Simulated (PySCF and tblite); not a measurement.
The numbers below are computed, except where a source is named.
System: C₄H₅Cl, numbered as in [CH2:1]=[CH:2][C:3](=[CH2:4])[Cl:5].

Geometries: PBE0-D3(BJ)/def2-SVP; energies: PBE0/pcSseg-1 + D3(BJ); zero-point and thermal terms from GFN2-xTB harmonic modes (soft modes blended into free rotors). Rates follow Eyring's equation with the number of equivalent paths and no tunnelling. Run with tblite and PySCF.

(1) Estimate the barrier and the room-temperature rate of the rotation about the C2–C3 bond (torsion C1–C2–C3–C4 from 180° to 395°, rising).

Results:

(1) The electronic barrier is 6.3 kcal/mol and ΔG‡(298 K) 6.3 kcal/mol, over a C1 saddle with an imaginary mode of 105i cm⁻¹ (GFN2-xTB). With 2 equivalent paths, k is 3×10⁸ s⁻¹, a mean lifetime of the start of 3.3 ns against this motion. The end lies 2.6 kcal/mol above the start in free energy.
